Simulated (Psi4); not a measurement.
Heat of formation of C2H2F2O (SMILES FC1OC1F) from total energies

C2H2F2O has 7 atoms, charge 0, and is taken as a singlet. SMILES: `FC1OC1F`. Geometry: optimised at PBE0/def2-TZVP.

Total energies at CCSD(T)/CBS estimate, 5 core orbitals frozen (Psi4 1.11); the atoms run unrestricted:

| species | state | energy (Eh) |
| --- | --- | --- |
| C2H2F2O | singlet | -352.002799 |
| F | doublet | -99.667772 |
| C | triplet | -37.791683 |
| O | triplet | -75.005660 |
| H | doublet | -0.500000 |

Harmonic wavenumbers at PBE0-D4/def2-TZVP, in cm⁻¹: 318, 326, 520, 598, 891, 987, 1102, 1122, 1170, 1215, 1297, 1344, 1519, 3181, 3182.

Measured heats of formation of the gaseous atoms at 298.15 K, in kJ/mol: F 79.4, C 716.9, O 249.2, H 218.0. Spin-orbit lowering of the atoms at 298 K (mean of the ground term's levels less their thermal mean, from spectra), in kJ/mol: F 1.29, C 0.02, O 0.40. Take 1 Eh = 2625.50 kJ/mol, 1 cm⁻¹ = 0.0119627 kJ/mol, RT = 2.479 kJ/mol.

Problem. Work out the heat of formation of the gas at 298 K.

Solution. 
1. Electronic atomisation energy: 2 × (-99.667772) + 2 × (-37.791683) + (-75.005660) + 2 × (-0.500000) − (-352.002799) = 1.078229 Eh = 2830.9 kJ/mol.
2. Zero-point energy: half the sum of the wavenumbers, 9386 cm⁻¹ = 112.3 kJ/mol.
3. Thermal vibrational enthalpy, Σ hcν̃/(exp(hcν̃/kT) − 1): 3.6 kJ/mol. Translation, rotation and pV of a non-linear molecule: 4 RT = 9.9 kJ/mol.
4. The 7 free atoms carry 5/2 RT each: 43.4 kJ/mol.
5. Spin-orbit coupling lowers the free atoms by 2 × 1.29 + 2 × 0.02 + 0.40 = 3.0 kJ/mol.
6. Atomisation enthalpy at 298 K: 2830.9 − 3.0 − 112.3 − 3.6 − 9.9 + 43.4 = 2745.5 kJ/mol.
7. Sum of the atoms' heats of formation: 2277.8 kJ/mol. Heat of formation: 2277.8 − 2745.5 = -467.7 kJ/mol.

No measured value is set beside it here. Anharmonicity and any spin-orbit splitting of the molecule are left out, and so is core correlation.
